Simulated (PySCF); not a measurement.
Frontier orbitals and the lowest excitations

C₃H₇Cl.
Atom-mapped SMILES: `[CH3:1][CH2:2][CH2:3][Cl:4]` (hydrogens: H5, H6, H7 on C1; H8, H9 on C2; H10, H11 on C3)

Structure used (GFN2-xTB), in Å, numbered top down from 1:
```
atom  x, y, z in Å
C1    -1.2738   -0.0336    0.4070
C2    -0.0175   -0.5058   -0.3165
C3     1.1287    0.4652   -0.0896
Cl4    2.6007   -0.0856   -0.9358
H5    -1.0948    0.0397    1.4773
H6    -2.0874   -0.7347    0.2417
H7    -1.5815    0.9434    0.0416
H8     0.2693   -1.4941    0.0471
H9    -0.2149   -0.5865   -1.3868
H10    1.3829    0.5390    0.9680
H11    0.8936    1.4558   -0.4799
```

Computed, not measured: TDDFT B3LYP/def2-SVPD, vertical, gas phase, core orbitals frozen in the response (PySCF 2.14.0, density-fitted response routines).

Frontier orbitals with the atoms that hold most of them (Löwdin shares over 4%, at most four atoms; ? is withheld):

| orbital | ε (eV) | atoms |
| --- | --- | --- |
| HOMO-3 | -10.00 | C2 29%, C1 24%, Cl4 10%, C3 9% |
| HOMO-2 | -9.69 | C2 28%, C1 19%, H8 12%, H9 12% |
| HOMO-1 | -8.13 | Cl4 78%, C3 13% |
| HOMO | -8.10 | Cl4 76%, C3 11%, C2 7% |
| LUMO | 0.13 | ? |
| LUMO+1 | 0.79 | Cl4 47%, C3 22%, C2 6%, C1 6% |
| LUMO+2 | 1.16 | Cl4 24%, H6 11%, C3 11%, C1 10% |

Q: Give the leading atoms of the LUMO.

A: Cl4 (bonded to C) 27%; C1 (bonded to C and 3 H) 17%; C3 (bonded to C, Cl and 2 H) 14%; C2 (bonded to 2 C and 2 H) 8%. By element: carbon 39%, chlorine 27%.

Q: How does S1 compare with the orbital gap of 8.23 eV?

A: S1 is at 7.16 eV (f = 0.0022), 1.07 eV below the gap, made of HOMO→LUMO (89%). 

Next come S2 at 7.19 eV (f 0.0009), HOMO-1→LUMO (86%), HOMO-1→LUMO+1 (9%); S3 at 7.81 eV (f 0.019), HOMO-1→LUMO+1 (89%), HOMO-1→LUMO (8%); S4 at 7.83 eV (f 0.032), HOMO→LUMO+1 (91%); S5 at 8.40 eV (f 0.013), HOMO→LUMO+2 (93%).

Time: 15 s wall. Hardware: one thread, Arm Neoverse V1, shared host.

One conformer stands for the species.
